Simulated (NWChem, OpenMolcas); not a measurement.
SiH4O2 (SMILES O[SiH2]O): methods side by side

SiH4O2 has 7 atoms, charge 0, and is taken as a singlet. SMILES: `O[SiH2]O`. Geometry: relaxed at PBE0-D4/def2-TZVP. This is one conformer, not always the lowest.

```
atom    x (Å)    y (Å)    z (Å)
   O  -1.3852  -0.2439  -0.3544
  Si   0.0514   0.4222   0.0792
   O   1.2740  -0.6686   0.1832
   H  -1.4567  -0.6156  -1.2348
   H   0.5267   1.3930  -0.9334
   H  -0.2293   1.0489   1.3916
   H   1.2190  -1.3361   0.8686
```

Each level gives the energy change with the O1–Si2 bond stretched from 1.642 to 3.612 Å (eV). The values are calculated.

| level | kind | program | value (eV) | CPU time (all runs) |
| --- | --- | --- | --- | --- |
| SVWN5/def2-SVPD (restricted) | LDA | OpenMolcas | 7.33 | 54 s |
| BLYP/def2-SVPD (restricted) | GGA | OpenMolcas | 4.87 | 97 s |
| revPBE/def2-SVPD (restricted) | GGA | OpenMolcas | 4.92 | 2.7 min |
| M06-2X/def2-SVPD (restricted) | hybrid meta-GGA | NWChem | 6.46 | 57 s |
| B3LYP/def2-SVPD (restricted) | global hybrid | OpenMolcas | 5.59 | 74 s |
| BHLYP/def2-SVPD (restricted) | global hybrid | OpenMolcas | 6.46 | 68 s |
| PBE0/def2-SVPD (restricted) | global hybrid | OpenMolcas | 5.91 | 72 s |
| MP2/def2-SVPD (restricted) | perturbation theory | OpenMolcas | 5.86 | 19 s |

The first shape isn't each level's own minimum. The values span 4.87 to 7.33 eV. Times are those of the runs behind each value, whatever else they computed, on shared processors of several kinds: orders of magnitude only.
